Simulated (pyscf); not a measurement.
Optimised with ωB97X-D3(BJ)/def2-SVP in PySCF.

SMILES: [OH][Ti]([Br])([Br])[Br]
```xyz
6

O     -0.2966    -0.0145     1.1680
Ti     0.3011     0.1527    -0.4326
Br     2.1895     1.4922    -0.4406
Br    -1.3442     1.0902    -1.7619
Br     0.8146    -1.9445    -1.2614
H     -0.8679    -0.3838     1.8506
```
Charge 0, spin multiplicity 1.

**Question.** How much does it cost (ΔH, 298 K, ωB97M-D3(BJ)/def2-TZVP) to split HO–Ti(Br)(Br)–Br at its O–Ti bond into OH• + [Br–Ti(Br)–Br]•?

**Answer.** O–Ti to OH• + [Br–Ti(Br)–Br]•: 392.1 kJ/mol. The 7 functionals that were run give +372.2 (M06-2X) to +457.5 kJ/mol (PBE). The radicals are drawn with the spin at the cut bond; how far it spreads was not checked. Left out: the spin-orbit lowering of OH. Open-shell species with a d-block atom are single-reference here; other states, and whether the spin sits on metal or ligand, were not checked. Elements up to Kr have no core potential and no relativistic terms here.
